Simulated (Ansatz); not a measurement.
A made-up structure of MgSiH$_{3}$, doublet:

```tsv
atom	x (Å)	y (Å)	z (Å)
Mg1	-2.3201	0.7140	0.4121
Si2	0.1731	-0.0535	-0.0309
H3	0.5941	0.1485	-1.4520
H4	0.3909	-1.5035	0.2650
H5	-3.7416	1.0596	1.3168
```

It is relaxed with PBE-D4/def2-SVP and then PBE0-D4/def2-TZVP (Ansatz 0.2.0). Atoms count as bonded within 1.22 times the sum of their covalent radii (H–H: 0.88 Å). The end point is not checked to be a true minimum.

Q: Does its bonding change? (A judgement: the text doesn't fix the answer.)

A: Computed: No: no bond forms or breaks.

Where it ends: The first stage lowers the energy by 0.14 eV in 5 steps. It ends as MgSiH₃ ([MgH][SiH2]):
```
5
angstrom
Mg -2.2919 0.6143 0.6238
Si -0.0423 -0.1958 -0.1505
H 0.6224 0.2230 -1.4199
H 0.5860 -1.4858 0.2612
H -3.7778 1.2094 1.1964
```

Labels in which every atom is bracketed show which atoms are joined, not bond orders.

For scale, one of the runs: PBE0-D4/def2-TZVP relaxation, 87 basis functions, launched by `ansatz run in.yaml --threads 2 --pin off --events-out ev --progress --plain --max-ram 4352MiB`. The run took about 10 s on 2 CPU threads of an Intel Xeon 6975P-C (shared host).
